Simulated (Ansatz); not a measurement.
System: bcc Na. Method: r²SCAN0 (Ansatz, a first-principles code, PAW).

Settings: plane-wave cutoff 520 eV, 10×10×10 k mesh, Fermi–Dirac smearing 0.05 eV, scalar-relativistic PAW data made under PBE.

A third-order Birch–Murnaghan fit to the energies gives V0 = 38.104 Å³/atom, B0 = 7.47 GPa, B′ = 3.6.

```csv
V (Å³/atom),P (GPa)
36.071,___
36.558,___
37.020,0.227
37.970,___
38.919,___
39.868,-0.312
```

Problem. Estimate the withheld pressures from this fit; the answers are the runs' own values.

Solution. 
- 36.071, P (GPa): 0.452
- 36.558, P (GPa): 0.333
- 37.970, P (GPa): 0.026
- 38.919, P (GPa): -0.153

The formula P = (3/2) B0 (x^(7/3) − x^(5/3)) [1 + (3/4)(B′ − 4)(x^(2/3) − 1)] with x = V0/V meets the computed pressures within 0.01 GPa when these rounded values are put in.

Measured, for comparison: bulk modulus 7.9 GPa (0 K value with the zero-point phonon effect removed, our sources range from 7.63 to 7.91; as tabulated in Mejia-Rodriguez and Trickey (2018), arXiv:1807.09216); equilibrium volume per atom 37.42 Å³/atom (static lattice: zero-point anharmonic expansion removed; as tabulated in Mejia-Rodriguez and Trickey (2018), arXiv:1807.09216). Computed (rounded) less measured: bulk modulus -5 % (-2 % to -6 % over the range), equilibrium volume per atom +1.8 %.

Computed values are for the static lattice.
